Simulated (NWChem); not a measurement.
## C2F2 (SMILES FC#CF): name the method

C2F2: 4 atoms, total charge 0, spin state singlet. As SMILES, `FC#CF`. Geometry: relaxed at PBE0-D4/def2-TZVP.

```xyz
4

F    -0.1364    0.1280    1.8528
C    -0.0337    0.0302    0.5832
C     0.0614   -0.0604   -0.5934
F     0.1641   -0.1582   -1.8630
```

A calculation with NWChem 7.3.0 gave:

```yaml
total_energy: -270.7455 Eh
dipole_moment: 0.00 D
HOMO_energy: -8.61 eV
LUMO_energy: 11.19 eV
HOMO–LUMO_gap: 19.80 eV
largest_force: 6.093 eV/Å
```

Task: Which of these levels gave the numbers?
A. B3LYP/6-31G* (Cartesian functions)
B. HF/STO-3G
C. PBE0/def2-SVP
D. HF/pcseg-2

Result: B. The others give -275.7361 Eh (B3LYP/6-31G* (Cartesian functions)), -275.2586 Eh (PBE0/def2-SVP), -274.5686 Eh (HF/pcseg-2).
